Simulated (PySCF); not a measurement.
# SiNH4 (SMILES N[SiH2]): levels of theory compared

We compute a comparison of 3 runs (U-r2SCAN/STO-6G, UB2PLYP/STO-6G, NEVPT2(3,3)/STO-6G) of SiNH4. Input form: a Python script.

The results are computed with PySCF 2.14.0.

4 further runs of the same task are left out: 4 set aside as unsound or not needed.

## (1) The molecule

SiNH4 has 6 atoms, charge 0, and is taken as a doublet. SMILES: `N[SiH2]`. The N1–H4 distance was set to 2.822 Å, away from the relaxed value. At this shape a bond of the SMILES string is far longer than usual.

Bond lengths: N1–Si2 1.725 Å, N1–H3 1.008 Å, Si2–H5 1.493 Å, Si2–H6 1.493 Å. Angles: N1–Si2–H5 107.3°, N1–Si2–H6 107.3°, Si2–N1–H3 119.9°, H5–Si2–H6 110.5°.

## (2) The energy at U-r2SCAN/STO-6G (run 1)

run.py

```python
from pyscf import gto, dft

mol = gto.M(
    atom='''
N      1.383338     0.011130    -2.568410
Si     2.081970     3.183603    -2.302525
H      2.568763    -1.146138    -3.508171
H     -0.951666    -2.544516     1.488348
H      2.743374     4.114293    -4.883324
H     -0.240504     4.475419    -1.352560
''',
    unit='bohr',
    charge=0,
    max_memory=1860,
    spin=1,
    verbose=3,
    basis='sto-6g',
)

ks = dft.UKS(mol)
ks.xc = 'r2scan'
ks.conv_tol = 1e-10
ks.grids.level = 5
ks.kernel()
if not ks.converged:
    ks = ks.newton().run(ks.mo_coeff, ks.mo_occ)

energy = ks.e_tot
print('Final energy', energy)
```

Started as:

```console
$ OMP_NUM_THREADS=1 python run.py
```

Standard output:

```text
WARN: HOMO -0.168380651662737 >= LUMO -0.168380651662735

converged SCF energy = -345.1195137949  <S^2> = 0.75016086  2S+1 = 2.0001609
Final energy -345.11951379490034
```

It took 11 s on 1 thread of Arm Neoverse V1, shared host; peak memory 0.21 GiB.

## (3) The energy at UB2PLYP/STO-6G (run 2)

calc.py

```python
from pyscf import gto, dft, mp

mol = gto.M(
    atom='''
N      1.383338     0.011130    -2.568410
Si     2.081970     3.183603    -2.302525
H      2.568763    -1.146138    -3.508171
H     -0.951666    -2.544516     1.488348
H      2.743374     4.114293    -4.883324
H     -0.240504     4.475419    -1.352560
''',
    basis='sto-6g',
    unit='bohr',
    max_memory=1860,
    spin=1,
    charge=0,
    verbose=3,
)

ks = dft.UKS(mol)
ks.xc = '0.53*HF + 0.47*B88, 0.73*LYP'
ks.conv_tol = 1e-10
ks.grids.level = 5
ks.kernel()
if not ks.converged:
    ks = ks.newton().run(ks.mo_coeff, ks.mo_occ)

pt = mp.MP2(ks, frozen=6).run()
e_final = ks.e_tot + 0.27 * pt.e_corr
print('PT2 part  %.8f' % (0.27 * pt.e_corr))
print('E = %.10f Eh' % e_final)
```

Started as:

```console
$ OMP_NUM_THREADS=1 python calc.py
```

Standard output:

```text
converged SCF energy = -344.872592501295  <S^2> = 0.75007464  2S+1 = 2.0000746
E(UMP2) = -345.057739440812  E_corr = -0.185146939517535
E(SCS-UMP2) = -345.071449085199  E_corr = -0.198856583904116
PT2 part  -0.04998967
E = -344.9225821750 Eh
```

Wall time 9 s (1 thread of Arm Neoverse V1, shared host); peak memory 0.2 GiB.

## (4) A single-point energy at NEVPT2(3,3)/STO-6G (run 3)

calc.py

```python
import numpy
from pyscf import gto, scf, mp, mcscf, mrpt

mol = gto.Mole()
mol.atom = '''
N      0.732031     0.005890    -1.359144
Si     1.101731     1.684690    -1.218444
H      1.359331    -0.606510    -1.856444
H     -0.503600    -1.346500     0.787600
H      1.451731     2.177190    -2.584144
H     -0.127269     2.368290    -0.715744
'''
mol.charge = 0
mol.max_memory = 1860
mol.verbose = 3
mol.spin = 1
mol.basis = 'sto-6g'
mol.build()

mf = mol.ROHF()
mf.conv_tol = 1e-10
mf.kernel()
if not mf.converged:
    mf = mf.newton().run(mf.mo_coeff, mf.mo_occ)

pt = mp.MP2(scf.addons.convert_to_uhf(mf)).run()
noons, natorbs = mcscf.addons.make_natural_orbitals(pt)
print('natural occupations', numpy.round(noons[:40], 4))
cas = mcscf.CASSCF(mf, 3, 3)
cas.fix_spin_(ss=0.75)
cas.natorb = True
cas.kernel(natorbs)
e_pt2 = mrpt.NEVPT(cas).kernel()
e_final = cas.e_tot + e_pt2
print('Final energy', e_final)
```

Started as:

```console
$ OMP_NUM_THREADS=1 python calc.py
```

Standard output:

```text
converged SCF energy = -344.234259963192
E(UMP2) = -344.367430471581  E_corr = -0.13317050838881
E(SCS-UMP2) = -344.377155645161  E_corr = -0.142895681968771
natural occupations [2.     2.     1.9999 1.9998 1.9998 1.9998 1.9941 1.9907 1.9855 1.985
 1.9705 1.8882 1.0001 0.1161 0.0283 0.0157 0.0138 0.0127]
CASSCF energy = -344.313905957217
CASCI E = -344.313905957217  E(CI) = -1.77367319194389  S^2 = 0.7500000
Sr    (-1)',   E = -0.00000278993270
Si    (+1)',   E = -0.00004311815614
Sijrs (0)  ,   E = -0.04825254600871
Sijr  (+1) ,   E = -0.00405786640071
Srsi  (-1) ,   E = -0.00229649437138
Srs   (-2) ,   E = -0.00014577681995
Sij   (+2) ,   E = -0.00082535928387
Sir   (0)' ,   E = -0.01374003004032
Nevpt2 Energy = -0.069363981013777
Final energy -344.3832699382308
```

Wall time 1.4 s (1 thread of Arm Neoverse V1, shared host); peak memory 0.12 GiB.

## (5) All runs side by side

```csv
run,level,frozen core orbitals,integration grid,energy (Eh),dipole moment (D) of the reference,HOMO energy (eV),LUMO energy (eV),wall time
1,U-r2SCAN/STO-6G,–,5,-345.119514,2.17,-2.25,-0.35,11 s
2,UB2PLYP/STO-6G,6,5,-344.922582,2.13,-5.07,2.10,9 s
3,"NEVPT2(3,3)/STO-6G",–,–,-344.383270,2.09,–,–,1.4 s
```

## (6) Summary of results

```
                                   quantity          value
                        run 3: total energy  -344.38327 Eh
run 3: dipole moment (Hartree–Fock density)         2.09 D
```

Totals of different functionals can't be ranked against each other. In runs 1, 2, 3 the basis is minimal, so the values are rough. All runs together took 22 s, the longest 11 s.
